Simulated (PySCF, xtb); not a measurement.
CH₃O, SMILES [O]C (connectivity only; charge and spin as stated), charge -1, multiplicity 1.

The structure is a stationary point at B3LYP-D3(BJ)/def2-TZVPD. The spin state was assumed, not searched. The isomer is the one that the SMILES or the coordinates give; other isomers of the formula were not compared.

Level of theory: IEF-PCM-PBE0/def2-TZVPD run with PySCF 2.14.0.

The values are the electrostatic part of the solvation free energy, E(continuum) − E(gas) at the gas-phase geometry, in a cavity of scaled van der Waals radii (PySCF's table); cavitation and dispersion terms are not included. In vacuum the orbital gap is 4.00 eV.

### Question
Estimate the values in water (ε = 78.36), ethylethanoate (ε = 5.99), benzene (ε = 2.27). (The exact figures need the calculation; the answer reports its results.)

### Answer

```
solvent             ε  ΔG(elec) (kcal/mol)  gap (eV)
--------------  -----  -------------------  --------
water           78.36                -72.7      5.80
ethylethanoate   5.99                -60.6      5.51
benzene          2.27                -40.0      4.99
```

For comparison, GFN2-xTB/ALPB(water) (xtb, at the GFN2-xTB geometry, all terms of that model) gives -76.0 kcal/mol.
